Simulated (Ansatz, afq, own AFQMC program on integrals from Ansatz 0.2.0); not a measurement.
**Where AFQMC and coupled cluster stand for SiH₂O, triplet**

```xyz
4

Si    0.0251   -0.0690    0.5990
O    -0.0950    0.0505   -1.0464
H     0.0837    1.1524    1.4631
H     0.7228   -0.0313   -1.5423
```

Connectivity, by distances: SiH–OH.

Basis cc-pVDZ. Noble-gas cores (and the filled d shells of Ga–Kr and In–Xe) are frozen. Ansatz 0.2.0 and our own AFQMC program on the same integrals; the CISD trial comes from CCSD amplitudes, and released means the phaseless constraint is let go. Error bars are statistical, one sigma.

Determinant: UHF, the one that the program's search chose, which needn't be the lowest solution. The geometry is a point of a scan.

No full CI on the walks' own integrals is used here; CCSDT(Q) serves as the reference and is uncertain by about the last step of the cluster series.

Cautions: lower spins were not checked.

```
T1 diagnostic                               : 0.0191
weight of the determinant in the CISD state : 0.900
⟨S²⟩ of the determinant                     : 2.005
size of the correlated space                : 12 electrons in 36 orbitals
```

Reference: CCSDT(Q), correlation energy -7.658 eV. The released energy is read at 2.40 1/Eh (meV from the phaseless value at times in 1/Eh: -14 ± 14 at 0.24, -30 ± 13 at 0.51, -18 ± 12 at 0.99, -17 ± 13 at 1.62, -28 ± 18 at 2.40).

```csv
level,E − E(reference) (mEh),share of correlation (%)
HF,281.43,0.00
MP2,26.79,90.48
CCSD,7.58,97.31
CCSD(T),1.40,99.50
CCSDT,0.72,99.75
ph-AFQMC/CISD,1.16 ± 0.46,99.59
released AFQMC,0.15 ± 0.65,99.95
```

Released energies are given only where the last usable release times agree within the noise; a slower fall can still hide under it.
